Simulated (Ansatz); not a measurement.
Consider the hydrogenolysis of a C–F bond: `C/C(=C/F)CF` + H₂ → `CC(C)=CF` + H–F.

Calculated with Ansatz (gas phase, PBE0-D4/def2-TZVP geometries, no zero-point term in ΔE). CBS: MP2 limit from def2 TZ/QZ plus the TZ coupled-cluster correction, frozen cores. This one scheme is used for every species. Each species was taken in one conformer, which may not be the lowest.

```tsv
species	CCSD(T)/def2-TZVPP energy (Eh)
`C/C(=C/F)CF`	-355.19594
H₂	-1.17233
`CC(C)=CF`	-256.06517
H–F	-100.34454
```

Problem. Work out ΔE.

Solution. ΔE = (-256.06517) + (-100.34454) − (-355.19594) − (-1.17233) = -0.04144 Eh = -26.0 kcal/mol. CCSD(T)/CBS gives -26.9 kcal/mol.

Largest T1 diagnostic among the species: 0.011.

From PBE to PBE0 (25 % exact exchange), in def2-TZVPP and without D4, ΔE moves by −1.7 kcal/mol.
